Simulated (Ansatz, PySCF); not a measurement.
This PySCF input computes a CCSD(T)/cc-pVDZ energy:

```python
from pyscf import gto, scf, mp, cc as ccmod

mol = gto.M(
    atom='''
    O    -0.00091616   -0.01015443    0.67280603
    C     0.00071614    0.00793741   -0.52591197
    H    -0.00265489    0.95544190   -1.09932737
    H     0.00568738   -0.92183092   -1.12764904
    ''',
    basis='cc-pvdz',
    charge=0,
    spin=0,
    verbose=4,
)

mf = scf.RHF(mol)
mf.conv_tol = 1e-10
mf.max_cycle = 100
mf.kernel()
mp2 = mp.MP2(mf, frozen=2).run()
cc = ccmod.CCSD(mf, frozen=2)
cc.max_cycle = 100
cc.kernel()
et = cc.ccsd_t()
print(f'E(CCSD(T)) = {cc.e_tot + et:.9f}')
```

Question: Write an input for the same energy in Ansatz (a first-principles code) and say what it gives.

Answer: 
Ansatz 0.2 input:
```yaml
crystal:
  periodic: [false, false, false]
  atoms:
    - {symbol: O, position_ang: [-0.00091616, -0.01015443, 0.67280603]}
    - {symbol: C, position_ang: [0.00071614, 0.00793741, -0.52591197]}
    - {symbol: H, position_ang: [-0.00265489, 0.95544190, -1.09932737]}
    - {symbol: H, position_ang: [0.00568738, -0.92183092, -1.12764904]}
basis:
  gaussian:
    orbitals: cc-pVDZ
magnetization: {spin_polarized: false}
correlation: {method: ccsd_t, electrons: outside_noble_gas}
```
It gives -114.21834 Eh, and PySCF -114.21834 Eh, a difference of 0.00 mEh.
